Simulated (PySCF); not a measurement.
## Relaxation of singlet P₂H₆

These are results of PBE0/[P def2-TZVP, H def2-TZVP], no relativity, density fitting, PySCF, not measurements. A (50,194) grid was used.

A hand-made doubly bridged start, of D2h symmetry, held to at least that symmetry:

```xyz
8
charge 0 multiplicity 1, angstrom
P     1.0338    0.0000    0.0000
P    -1.0338    0.0000    0.0000
H     0.0000    1.1086    0.0000
H     0.0000   -1.1086    0.0000
H     1.7488    0.0000    1.2298
H     1.7488    0.0000   -1.2298
H    -1.7488    0.0000    1.2298
H    -1.7488    0.0000   -1.2298
```

Optimiser trace:
```csv
step,E − E(last) (kJ/mol),largest gradient (Eh/bohr)
0,655.79,0.25619
1,302.19,0.10556
2,140.53,0.03870
3,48.64,0.01594
4,8.10,0.00548
5,0.24,0.00227
6,0.02,0.00083
7,0.01,0.00049
8,0.00,0.00007
```

It ends at D2h with P–H 1.413 Å (×4), P–H 1.748 Å (×4); H–P–H 63.5° (×2), H–P–H 100.4° (×2), H–P–H 123.0° (×8), P–H–P 116.5° (×2) (after a last refinement on a finer grid). No frequency check is given, so it may be a saddle point.

Final geometry:
Z-matrix (Å, degrees; charge 0 multiplicity 1):
```
P
P  1 2.9729
H  1 1.7482 2 31.76
H  1 1.7482 2 31.76 3 180.00
H  1 1.4134 2 129.82 3 90.00
H  1 1.4134 2 129.82 3 -90.00
H  2 1.4134 1 129.82 3 -90.00
H  2 1.4134 1 129.82 3 90.00
```
